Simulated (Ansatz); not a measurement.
Cs3Bi2Br9 (P-3m1, No. 164) was calculated with r²SCAN in Ansatz (plane waves, PAW).

Run with plane-wave cutoff 560 eV, 6×6×4 k mesh (along the axes of the cell as run), Fermi–Dirac smearing 0.01 eV, scalar-relativistic PAW data made under PBE.

Cell (measured lattice):

```cif
data_Bi2Br9Cs3
_chemical_formula_sum 'Br9 Cs3 Bi2'
_space_group_name_H-M_alt 'P 1'
_space_group_IT_number 1
_cell_length_a 7.97200
_cell_length_b 7.97200
_cell_length_c 9.86700
_cell_angle_alpha 90.000
_cell_angle_beta 90.000
_cell_angle_gamma 120.000
loop_
_space_group_symop_operation_xyz
  'x, y, z'
loop_
_atom_site_label
_atom_site_type_symbol
_atom_site_fract_x
_atom_site_fract_y
_atom_site_fract_z
_atom_site_occupancy
Br1 Br 0.50000 0.50000 0.00000 1
Br2 Br 0.50000 0.00000 0.00000 1
Br3 Br 0.00000 0.50000 0.00000 1
Br4 Br 0.33540 0.16770 0.33940 1
Br5 Br 0.66460 0.83230 0.66060 1
Br6 Br 0.83230 0.16770 0.33940 1
Br7 Br 0.16770 0.83230 0.66060 1
Br8 Br 0.83230 0.66460 0.33940 1
Br9 Br 0.16770 0.33540 0.66060 1
Cs1 Cs 0.66667 0.33333 0.66690 1
Cs2 Cs 0.33333 0.66667 0.33310 1
Cs3 Cs 0.00000 0.00000 0.00000 1
Bi1 Bi 0.66667 0.33333 0.19180 1
Bi2 Bi 0.33333 0.66667 0.80820 1
```

Problem. What does this level give for the band gap?

Solution. 
band gap: 2.89 eV

Note: cell and atoms aren't relaxed at this level (largest force component 0.21 eV/Å, pressure 0.6 GPa).

Spin–orbit coupling is not included; with these elements it can move the gap by several tenths of an eV or more.

Computed values are for the static lattice.

Ansatz is a program for electronic structure.
